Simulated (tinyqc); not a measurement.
Worked calculation: RKS/B3LYP (VWN-RPA form) in the sto-3g basis, for HF, spin multiplicity 1. One step of it, computed by the program tinyqc.

Question. Iteration 2: DIIS coefficients. Solve [B -1; -1 0][c; lambda] = [0; -1] for the coefficients, which sum to one.

B (overlaps of the stored error matrices):
```
                1               2
1   3.0856648e-01  -3.2929669e-01
2  -3.2929669e-01   8.1536575e-01
```

Give: DIIS coefficients.

Answer.

DIIS coefficients: 0.6422  0.3578
